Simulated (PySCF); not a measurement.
**Ne: ionisation energy**

Ne [Ne] (1S) → Ne⁺ [He] 2s2 2p5 (2P), as a difference of total energies. Computed with PySCF 2.14 in dyall-av3z (15s9p3d2f, 71 functions), with the non-relativistic Hamiltonian (point nucleus). Correlated levels: valence: 1s2 frozen; virtual orbitals above 40 to 60 times the deepest correlated orbital energy dropped. The calculations carry no spin-orbit coupling.

```
           method  ionisation energy (eV)  error (eV)
              UHF                  19.662      -1.935
              LDA                  22.189      +0.592
              PBE                  21.661      +0.064
             PBE0                  21.451      -0.146
           r2SCAN                  21.489      -0.108
            wB97X                  21.479      -0.118
            B97-3                  21.552      -0.045
           PBEsol                  21.693      +0.096
        CAM-B3LYP                  21.733      +0.136
    MP2 (valence)                  21.642      +0.045
SCS-MP2 (valence)                  21.496      -0.101
```

Reference: 21.597 eV (measured; NIST levels, between the centres of gravity of the two terms).

Errors of the correlated levels include the incompleteness of this basis and the frozen core.
